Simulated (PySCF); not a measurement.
These compounds are isomers of formula C₄H₄O.

A. 2,3-butadienal (C=C=CC=O)
B. SMILES c1(=O)c(C)c1
C. `C=CC=C=O`

Spectrum 1. ¹³C{¹H} NMR (computed): δ 231.8 (C), 189.1 (CH), 96.4 (CH), 83.9 (CH2).

Spectrum 2. ¹³C{¹H} NMR (computed): δ 208.6 (C), 129.5 (CH), 114.5 (CH2), 30.2 (CH).

Spectrum 3. ¹³C{¹H} NMR (computed): δ 177.0 (C), 156.7 (CH), 152.1 (C), 14.8 (CH3).

- geometry from PBE0-D3(BJ)/def2-SVP
- shielding tensors at PBE0/pcSseg-1 (GIAO)
- spin–spin couplings from B3LYP/pcJ-1
- program: PySCF
- averaged over atoms made equivalent by symmetry, fast rotation or ring inversion, a single conformation, no relativistic terms, no solvent model

δ = σ(ref) − σ, references computed at the same level: ¹³C (σ = 184.41 ppm) vs TMS. Shifts are as computed. Against solution values, carbons near 30 ppm lie about +2 ppm off and those near 130 ppm about +5 ppm. Of 1211 compounds with measured shifts, 218 miss one by over three times the rms of a fit or turn the order of signals round; such compounds aren't used in these exercises.

Q: Match each spectrum to its structure.

A: 1–A, 2–C, 3–B.

- Spectrum 1 (A): 4 ¹³C signals; δC 231.8 is a central carbon of an allene; δC 189.1 is an aldehyde carbonyl carbon.
- Spectrum 2 (C): 4 ¹³C signals; δC 129.5 is an alkene CH; δC 114.5 is a terminal =CH2 carbon.
- Spectrum 3 (B): 4 ¹³C signals; δC 14.8 is a methyl carbon on an unsaturated ring; δC 177.0 is a unsaturated ring carbon.
